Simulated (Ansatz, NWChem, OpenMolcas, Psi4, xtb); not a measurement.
# Loss of CH4: SiH2(CH3)F → SiHF + CH4

Species: SiH2(CH3)F, singlet; SiHF `F[SiH]`, singlet; CH4 (methane) `C`, singlet. This is a balance of energies; it says nothing on the path, which may need atoms to shift.

Shapes, held fixed at every level: PBE0-D4/def2-TZVP. Programs: Ansatz 0.2.0, NWChem 7.3.0, OpenMolcas 26.06, xtb 6.7.1. A level may come from different programs for different species; with the same settings they agree closely. Electronic energies: no zero-point or thermal term.

| level | kind | ΔE (kJ/mol) |
| --- | --- | --- |
| GFN1-xTB | semi-empirical | +210.4 |
| HF/STO-3G | Hartree–Fock | +234.1 |
| HF/3-21G | Hartree–Fock | +164.0 |
| HF/def2-SVP | Hartree–Fock | +193.5 |
| PBE/STO-3G | GGA | +218.1 |
| B3LYP/6-31G* (spherical functions) | global hybrid | +182.4 |
| B2PLYP/STO-3G | double hybrid | +219.8 |
| PBE0/def2-SVP | global hybrid | +208.8 |

PBE0/def2-SVP gives ΔE = +208.8 kJ/mol; the levels span +164.0 to +234.1. The median of the levels is +209.6. No measured value is set beside it here. Rows in sets without polarisation functions are far from converged.
